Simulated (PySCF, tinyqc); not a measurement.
Worked calculation: RHF in the sto-3g basis, for LiH, spin multiplicity 1. The lowest restricted solution is unstable here: a spin-polarised one lies 0.0181 hartree lower (PySCF). One step of it, computed by the program tinyqc.

Problem. Iteration 1: building the Fock matrix. J_ij = sum D_kl (ij|kl), K_ij = sum D_kl (ik|jl); F = H + J - 0.5 K; E = tr D H + tr D J / 2 - 0.25 tr D K + E_nn.

D at the start, lower triangle:
```
,1Li 1s,1Li 2s,1Li 2px,1Li 2py,1Li 2pz,2H 1s
1Li 1s,1.974792
1Li 2s,0.024609,0.193520
1Li 2px,0.000000,0.000000,0.000000
1Li 2py,0.000000,0.000000,0.000000,0.000000
1Li 2pz,-0.092967,0.310553,0.000000,0.000000,0.507261
2H 1s,-0.127556,0.377578,0.000000,0.000000,0.617717,0.752329
```

core Hamiltonian H = T + V (hartree), lower triangle:
```
,1Li 1s,1Li 2s,1Li 2px,1Li 2py,1Li 2pz,2H 1s
1Li 1s,-4.627508
1Li 2s,-1.037971,-1.320523
1Li 2px,0.000000,0.000000,-1.074288
1Li 2py,0.000000,0.000000,0.000000,-1.074288
1Li 2pz,-0.007218,-0.078193,0.000000,0.000000,-1.131289
2H 1s,-0.048116,-0.317357,0.000000,0.000000,-0.451200,-1.130794
```

Two-electron integrals (ij|kl) in chemists' order, unique and non-zero (hartree):
```
i,j,k,l,(ij|kl)
1,1,1,1,1.680395
2,1,1,1,0.265420
2,1,2,1,0.049941
2,2,1,1,0.397727
2,2,2,1,0.092860
2,2,2,2,0.290562
3,1,3,1,0.008981
3,2,3,1,0.013788
3,2,3,2,0.064184
3,3,1,1,0.396640
3,3,2,1,0.092880
3,3,2,2,0.290497
3,3,3,3,0.312946
4,1,4,1,0.008981
4,2,4,1,0.013788
4,2,4,2,0.064184
4,3,4,3,0.016869
4,4,1,1,0.396640
4,4,2,1,0.092880
4,4,2,2,0.290497
4,4,3,3,0.279207
4,4,4,4,0.312946
5,1,5,1,0.008981
5,2,5,1,0.013788
5,2,5,2,0.064184
5,3,5,3,0.016869
5,4,5,4,0.016869
5,5,1,1,0.396640
5,5,2,1,0.092880
5,5,2,2,0.290497
5,5,3,3,0.279207
5,5,4,4,0.279207
5,5,5,5,0.312946
6,1,1,1,0.011132
6,1,2,1,0.002133
6,1,2,2,0.004131
6,1,3,3,0.004075
6,1,4,4,0.004075
6,1,5,1,0.000301
6,1,5,2,0.000593
6,1,5,5,0.004245
6,1,6,1,0.000103
6,2,1,1,0.060671
6,2,2,1,0.014501
6,2,2,2,0.052989
6,2,3,3,0.049821
6,2,4,4,0.049821
6,2,5,1,0.002158
6,2,5,2,0.016851
6,2,5,5,0.059274
6,2,6,1,0.000771
6,2,6,2,0.021147
6,3,3,1,0.000726
6,3,3,2,0.004271
6,3,5,3,0.002091
6,3,6,3,0.000961
6,4,4,1,0.000726
6,4,4,2,0.004271
6,4,5,4,0.002091
6,4,6,4,0.000961
6,5,1,1,0.086287
6,5,2,1,0.020714
6,5,2,2,0.077253
6,5,3,3,0.072006
6,5,4,4,0.072006
6,5,5,1,0.003314
6,5,5,2,0.026131
6,5,5,5,0.087674
6,5,6,1,0.001119
6,5,6,2,0.032696
6,5,6,5,0.050751
6,6,1,1,0.221395
6,6,2,1,0.053376
6,6,2,2,0.213357
6,6,3,3,0.196495
6,6,4,4,0.196495
6,6,5,1,0.007197
6,6,5,2,0.074146
6,6,5,5,0.246884
6,6,6,1,0.002827
6,6,6,2,0.114673
6,6,6,5,0.181016
6,6,6,6,0.774606
```

nuclear repulsion = 0.66423918 hartree

Give: Coulomb J; exchange K; Fock matrix F; total energy of this density.

Solution.

Coulomb J (hartree), lower triangle:
```
,1Li 1s,1Li 2s,1Li 2px,1Li 2py,1Li 2pz,2H 1s
1Li 1s,3.9258
1Li 2s,0.6678,1.2885
1Li 2px,0.0000,0.0000,1.2591
1Li 2py,0.0000,0.0000,0.0000,1.2591
1Li 2pz,0.0180,0.1379,0.0000,0.0000,1.3405
2H 1s,0.0294,0.3134,0.0000,0.0000,0.4697,1.5433
```

exchange K (hartree), lower triangle:
```
,1Li 1s,1Li 2s,1Li 2px,1Li 2py,1Li 2pz,2H 1s
1Li 1s,3.3449
1Li 2s,0.5614,0.2650
1Li 2px,0.0000,0.0000,0.0457
1Li 2py,0.0000,0.0000,0.0000,0.0457
1Li 2pz,-0.0021,0.2102,0.0000,0.0000,0.3550
2H 1s,0.0265,0.2893,0.0000,0.0000,0.4335,0.9424
```

Fock matrix F (hartree), lower triangle:
```
,1Li 1s,1Li 2s,1Li 2px,1Li 2py,1Li 2pz,2H 1s
1Li 1s,-2.3742
1Li 2s,-0.6508,-0.1645
1Li 2px,0.0000,0.0000,0.1619
1Li 2py,0.0000,0.0000,0.0000,0.1619
1Li 2pz,0.0118,-0.0454,0.0000,0.0000,0.0318
2H 1s,-0.0320,-0.1487,0.0000,0.0000,-0.1982,-0.0587
```

total energy of this density = -7.766454 hartree
